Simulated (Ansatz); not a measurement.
**SiH3OF (SMILES O[SiH2]F): MP2/aug-cc-pVDZ**

Aim: the energy change on altering one bond length of SiH3OF at MP2/aug-cc-pVDZ, from 2 runs. 

Program for the calculation: Ansatz 0.2.0.

72 further runs of the same task are left out: 72 set aside as unsound or not needed.

## 1. The structure to begin with

SiH3OF: 6 atoms, total charge 0, spin state singlet. SMILES: `O[SiH2]F`. The shape is that of a PBE0-D4/def2-TZVP optimisation. This is one conformer, not always the lowest.

Bond lengths: O1–Si2 1.630 Å, Si2–F3 1.596 Å, O1–H4 0.958 Å, Si2–H5 1.474 Å, Si2–H6 1.482 Å. Angles: O1–Si2–F3 111.0°, O1–Si2–H5 106.4°, O1–Si2–H6 111.7°, F3–Si2–H5 108.2°, F3–Si2–H6 106.0°, Si2–O1–H4 119.1°, H5–Si2–H6 113.7°.

## 2. A single-point energy at MP2/aug-cc-pVDZ

The input, run.yaml:

```yaml
crystal:
  periodic: [false, false, false]
  atoms:
    - {symbol: O, position_ang: [-0.853500, -0.209200, -0.924100]}
    - {symbol: Si, position_ang: [0.378300, -0.009300, 0.123900]}
    - {symbol: F, position_ang: [0.180800, -0.922800, 1.417800]}
    - {symbol: H, position_ang: [-1.714200, 0.150200, -0.705600]}
    - {symbol: H, position_ang: [1.595600, -0.458500, -0.575800]}
    - {symbol: H, position_ang: [0.455100, 1.385600, 0.617600]}
basis:
  gaussian: {orbitals: aug-cc-pVDZ}
correlation: {method: mp2, frozen_orbitals: {F: 1, H: 0, O: 1, Si: 5}}
accuracy: high
```

Launch:

```
ansatz run run.yaml --threads 1 --pin off --max-ram 3480MiB --events-out events.jsonl --progress --plain --runs-dir runs
```

What it wrote:

```text
Warning: RAYON_NUM_THREADS=1 ignored (pool sized by the plan → 1); use --threads N
Functional definition: HF
  name "HF"
  exchange = exact_x
  correlation = 0
2017 factors; integrals over basis functions are off by at most 3.4e-9 eV
mean field evaluation 1: about -12653.1934 eV, gradient 4.1e1 eV
mean field evaluation 2: about -12653.2171 eV, gradient 4.1e1 eV
mean field evaluation 4: about -12656.2085 eV, gradient 2.3e0 eV
mean field evaluation 8: about -12656.2282 eV, gradient 1.7e-1 eV
mean field -12656.22831307 eV, -465.1078118056 hartree, gradient 2.0e-8 eV, S^2 0.000000; 0 other end points of the search recorded, 0 dependent functions left out
7 core orbitals not correlated: weight in the atoms' cores, before any rotation towards them, 1.000 or more for the frozen orbitals, at most 0.000 for the correlated occupied ones
reference -12656.22831307 eV, -465.1078118056 hartree; 10, 10 occupied and 83, 83 virtual orbitals, 2017 factors
second order -13.93773641 eV of doubles, -0.00000000 eV of singles
Total energy: -12670.16604947 eV, -465.6200141711 hartree
```

It took 3.9 s on 1 thread of Arm Neoverse V1, shared host; peak memory 0.27 GiB.

## 3. The distorted shape at the same level

The input, input.yaml:

```yaml
crystal:
  periodic: [false, false, false]
  atoms:
    - {symbol: O, position_ang: [-1.038240, -0.239180, -1.081274]}
    - {symbol: Si, position_ang: [0.378300, -0.009300, 0.123900]}
    - {symbol: F, position_ang: [0.180800, -0.922800, 1.417800]}
    - {symbol: H, position_ang: [-1.898940, 0.120220, -0.862774]}
    - {symbol: H, position_ang: [1.595600, -0.458500, -0.575800]}
    - {symbol: H, position_ang: [0.455100, 1.385600, 0.617600]}
basis:
  gaussian: {orbitals: aug-cc-pVDZ}
correlation: {method: mp2, frozen_orbitals: {F: 1, H: 0, O: 1, Si: 5}}
accuracy: high
```

Launch:

```
ansatz run input.yaml --threads 1 --pin off --max-ram 3480MiB --events-out events.jsonl --progress --plain --runs-dir runs
```

What it wrote:

```text
Warning: RAYON_NUM_THREADS=1 ignored (pool sized by the plan → 1); use --threads N
[... 4 set-up lines as earlier in the session ...]
2012 factors; integrals over basis functions are off by at most 3.6e-9 eV
mean field evaluation 1: about -12652.2269 eV, gradient 4.2e1 eV
mean field evaluation 2: about -12652.2492 eV, gradient 4.2e1 eV
mean field evaluation 4: about -12655.6329 eV, gradient 2.6e0 eV
mean field evaluation 8: about -12655.6582 eV, gradient 1.8e-4 eV
mean field -12655.65819989 eV, -465.0868605329 hartree, gradient 1.7e-8 eV, S^2 0.000000; 0 other end points of the search recorded, 0 dependent functions left out
7 core orbitals not correlated: weight in the atoms' cores, before any rotation towards them, 1.000 or more for the frozen orbitals, at most 0.000 for the correlated occupied ones
reference -12655.65819989 eV, -465.0868605329 hartree; 10, 10 occupied and 83, 83 virtual orbitals, 2012 factors
second order -14.15673319 eV of doubles, -0.00000000 eV of singles
Total energy: -12669.81493309 eV, -465.6071108820 hartree
```

It took 3.9 s on 1 thread of Arm Neoverse V1, shared host; peak memory 0.26 GiB.

## 4. Outcome

At MP2/aug-cc-pVDZ, 7 core orbitals frozen:

```
                                                          quantity          value
                                         first shape: total energy  -465.62001 Eh
          first shape: correlation energy (7 core orbitals frozen)     -512.2 mEh
                                     distorted shape: total energy  -465.60711 Eh
      distorted shape: correlation energy (7 core orbitals frozen)     -520.3 mEh
energy change with the O1–Si2 bond stretched from 1.630 to 1.874 Å       0.351 eV
```

In words: With the O1–Si2 bond stretched from 1.630 to 1.874 Å the energy rises by 0.35 eV (8.1 kcal/mol). The first shape isn't relaxed at this level, so the change isn't measured from a minimum.
